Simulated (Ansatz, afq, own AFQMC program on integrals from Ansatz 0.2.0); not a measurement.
**Where AFQMC and coupled cluster stand for CH, doublet**

```xyz
2

C     0.0000    0.0000    0.0000
H     0.0000    0.0000    1.1225
```

Basis cc-pVTZ. Only valence electrons are correlated. Ansatz 0.2.0 and our own AFQMC program on the same integrals; the CISD trial comes from CCSD amplitudes, and released means the phaseless constraint is let go. Uncertainties: one standard error, sampling alone.

Determinant: ROHF, the one that the program's search chose, which needn't be the lowest solution. The geometry is a PBE0/def2-TZVP stationary point of this or a neighbouring charge and spin state.

Full CI on the same integrals is exact in this basis and with this determinant's frozen core.

Cautions: a spin-contaminated unrestricted determinant lies lower (UHF 214 meV lower, ⟨S²⟩ 1.10); the released energies have errors that jump between times, so the bars are unsure, so no released level is given (meV from the phaseless value at times in 1/Eh: -1.7 ± 2.1 at 0.24, 151 ± 155 at 0.51, -3.4 ± 1.4 at 0.99, -6.4 ± 1.7 at 1.62, -4.9 ± 1.2 at 2.40), though the last usable value meets full CI within the noise.

- T1 diagnostic: 0.0169
- weight of the determinant in the CISD state: 0.932
- size of the correlated space: 5 electrons in 43 orbitals

Reference: full CI, correlation energy -3.652 eV.

```
        level  E − E(reference) (kcal/mol)  share of correlation (%)
           HF                        84.22                      0.00
          MP2                        17.69                     78.99
         CCSD                         2.58                     96.94
      CCSD(T)                         0.46                     99.46
        CCSDT                         0.06                     99.93
     CCSDT(Q)                         0.01                     99.99
       CCSDTQ                         0.00                    100.00
ph-AFQMC/CISD                  0.14 ± 0.04                     99.83
```

CCSDT and higher add their correlation energy to the determinant of the CCSD(T) run, since their own runs factorise the integrals more tightly (a shift of under 2 meV). A walk keeps the symmetry of its determinant, which the program's search chose and which needn't be the lowest solution, so a lower state of the same spin and another symmetry isn't excluded.
